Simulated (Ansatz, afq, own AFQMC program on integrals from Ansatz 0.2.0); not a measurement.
Where AFQMC and coupled cluster stand for AlH3O, triplet

```json
{"atom": "Al", "x (Å)": "-1.0397", "y (Å)": "0.0000", "z (Å)": "0.0000"}
{"atom": "H", "x (Å)": "-1.8326", "y (Å)": "1.3734", "z (Å)": "0.0000"}
{"atom": "H", "x (Å)": "-1.8326", "y (Å)": "-1.3734", "z (Å)": "0.0000"}
{"atom": "H", "x (Å)": "0.9353", "y (Å)": "0.0000", "z (Å)": "0.0000"}
{"atom": "O", "x (Å)": "1.9253", "y (Å)": "0.0000", "z (Å)": "0.0000"}
```

Connectivity, by distances: AlH2 ··· OH.

Basis cc-pVTZ. Only valence electrons are correlated. Integrals, coupled cluster, full CI and functionals: Ansatz 0.2.0; the random walks run on the same integrals in our own AFQMC program. The CISD trial takes its coefficients from CCSD amplitudes. Released means that phaseless walkers are propagated on without the constraint, phases kept. ± is one standard error of the sampling.

Determinant: UHF, the one that the program's search chose, which needn't be the lowest solution. The geometry is a point of a scan.

No full CI on the walks' own integrals is used here. The released AFQMC energy serves as the reference, which it does only where one determinant dominates, the energy is flat over the last release times and near the phaseless one (40 meV or 2 meV an electron, half that with transition metals). On small molecules, where full CI could be run and the noise was under 10 meV, such values lay within 10 meV of it in 19 cases of 20, a flattering rate, since the rule was set on those same cases; what remains of the bias isn't in the error bar.

Cautions: lower spins were not checked; the released value is read at 2.40 1/Eh (meV from the phaseless value at times in 1/Eh: -7 ± 4 at 0.24, -12 ± 4 at 0.51, -18 ± 9 at 0.99, -16 ± 5 at 1.62, -20 ± 7 at 2.40).

The T1 diagnostic is 0.0137. The weight of the determinant in the CISD state is 0.892, the ⟨S²⟩ of the determinant is 2.017 and the size of the correlated space is 12 electrons in 100 orbitals.

Reference: AFQMC with the constraint released, correlation energy -8.654 ± 0.007 eV.

```json
{"level": "HF", "E − E(reference) (kcal/mol)": "199.55 ± 0.17", "share of correlation (%)": "0.00"}
{"level": "MP2", "E − E(reference) (kcal/mol)": "26.22 ± 0.17", "share of correlation (%)": "86.86"}
{"level": "CCSD", "E − E(reference) (kcal/mol)": "5.77 ± 0.17", "share of correlation (%)": "97.11"}
{"level": "CCSD(T)", "E − E(reference) (kcal/mol)": "0.87 ± 0.17", "share of correlation (%)": "99.57"}
{"level": "ph-AFQMC/HF", "E − E(reference) (kcal/mol)": "0.73 ± 0.68", "share of correlation (%)": "99.64"}
{"level": "ph-AFQMC/CISD", "E − E(reference) (kcal/mol)": "0.46 ± 0.21", "share of correlation (%)": "99.77"}
```

A walk keeps the symmetry of its determinant, which the program's search chose and which needn't be the lowest solution, so a lower state of the same spin and another symmetry isn't excluded. Released energies are given only where the last usable release times agree within the noise; a slower fall can still hide under it.
